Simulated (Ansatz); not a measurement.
Geometry optimisation, RKS PBE0/cc-pVDZ (Ansatz).

Input:

```yaml
crystal:
  periodic: [false, false, false]
  atoms:
    - { symbol: Al, position_ang: [-0.055463, -0.446627, -0.536452] }
    - { symbol: C, position_ang: [-0.043068, -0.273042, 2.623311] }
    - { symbol: H, position_ang: [-1.010764, -0.239449, 3.143353] }
    - { symbol: H, position_ang: [0.75488, -0.571794, 3.318766] }
    - { symbol: H, position_ang: [0.189852, 0.730675, 2.231417] }
    - { symbol: H, position_ang: [1.363729, 0.195864, -0.883261] }
    - { symbol: H, position_ang: [-1.402946, 0.349866, -0.845375] }
    - { symbol: H, position_ang: [-0.128924, -1.866066, 0.12939] }
    - { symbol: H, position_ang: [-0.095496, -1.023127, 1.804552] }
basis:
  gaussian: { orbitals: cc-pVDZ }
hamiltonian:
  xc: pbe0
relax:
  f_tol: 0.03
  max_steps: 50
```

Launched with:

```bash
$ ansatz run input.yaml --threads 1 --pin off --max-ram 2048MiB --backend cpu --events-out ev --progress --plain --runs-dir out
```

**Question.** Where does it end, and by what steps?

**Answer.** The run converged. After 6 steps the energy has fallen by 0.162 eV; H8 moved furthest, 0.52 Å.

```
step  energy less start (eV)  largest force component (eV/Å)  accepted
   0                  0.0000                           0.479       yes
   1                 -0.0729                           0.160       yes
   2                 -0.1123                           0.116       yes
   3                 -0.1322                           0.130       yes
   4                 -0.1550                           0.278       yes
   5                 -0.1605                           0.103       yes
   6                 -0.1621                           0.020       yes
```

```xyz
9
Properties=species:S:1:pos:R:3
Al -0.048 -0.484 -0.329
C -0.049 -0.236 2.502
H -0.994 -0.043 3.023
H 0.773 -0.377 3.215
H 0.192 0.634 1.871
H 1.364 0.250 -0.470
H -1.396 0.369 -0.405
H -0.115 -2.081 -0.349
H -0.156 -1.176 1.929
```

Whether the end is a true minimum wasn't checked by a vibrational analysis.

The run took 8.1 s on 1 thread of Intel(R) Xeon(R) 6975P-C (Granite Rapids), on a shared host, peak memory 0.14 GiB.
